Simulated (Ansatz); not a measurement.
Reaction: N2O (nitrous oxide, SMILES N#[N+][O-]) → N2O (parent SMILES N#[N+][O-], triplet)
Each species at its own B3LYP-D3(BJ)/def2-TZVP minimum (Ansatz, a quantum-chemistry and plane-wave program).

Property: adiabatic triplet-singlet gap (electronic), in kcal/mol. Open shells are spin-unrestricted; no spin-orbit coupling. CBS(X,Y): correlation extrapolated as X^-3, Hartree-Fock from the larger set (Q,5: extrapolated as (X+1)exp(-9√X)). A bracket is a step between two methods taken in the basis named. The functionals are non-relativistic, so their misses hold any scalar relativity. Double hybrids freeze cores in their MP2 part. 'core' is core correlation in cc-pwCVTZ, 'X2C' scalar relativity in cc-pVTZ-DK, both at CCSD(T). The UHF reference of N2O (parent SMILES N#[N+][O-], triplet) is spin-contaminated (<S^2> up to 0.20 over the pure value in the sets run). The spin of N2O (parent SMILES N#[N+][O-], triplet) was assumed, and the state is the lowest solution found for it.

CCSD(T)/CBS(cc-pVQZ,cc-pV5Z) + [CCSDT(Q) - CCSD(T)]/cc-pVTZ + core + X2C (Ansatz) gives 75.3 kcal/mol.

### Question
What does PBE/def2-TZVPD (Ansatz) give here, and how do the other levels compare?

### Answer
PBE gives 74.0 kcal/mol, 1.3 kcal/mol below it. Differences of the others: PBE0/def2-TZVPD (Ansatz) -4.6; wB97M-V/def2-TZVPD (Ansatz) -3.0; B2PLYP/def2-TZVPD (Ansatz) 1.9; CCSD(T)/CBS(cc-pVQZ,cc-pV5Z) + core + X2C (Ansatz) 1.1 kcal/mol.
